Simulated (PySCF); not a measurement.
Molecule: ammonia, H₃N.

Geometry (Å), atoms numbered from 1 in this order:
```xyz
4

N     0.0056    0.0027    0.2693
H     0.9245   -0.1961   -0.1068
H    -0.6303   -0.7005   -0.0865
H    -0.2895    0.8987   -0.0989
```

Frames of a GFN2-xTB Langevin trajectory at 300 K; GIAO PBE0/pcSseg-1 shieldings in PySCF 2.14, gas phase, non-relativistic; equivalent atoms averaged within each frame.

Shifts are taken against calculated references (same method and geometry level): NH3 for $^{15}$N (σref 267.73); $^{1}$H (σref 31.72) against TMS. The references are static minima.

Problem. How do the shifts (ppm) fluctuate along the trajectory?

Solution. 
```csv
time (fs),N1,H2/H3/H4
optimised geometry,0.0,0.00
250,5.1,0.65
425,5.1,0.47
625,-5.3,-0.69
800,4.3,0.18
1000,6.4,0.50
mean of frames,3.1,0.22
standard deviation,4.8,0.54
```

5 frames give an uncertainty of the mean of about the standard deviation over 2.2 at best, since frames this close in time may not be independent; classical motion lacks zero-point vibration, and the reference would need the same averaging.
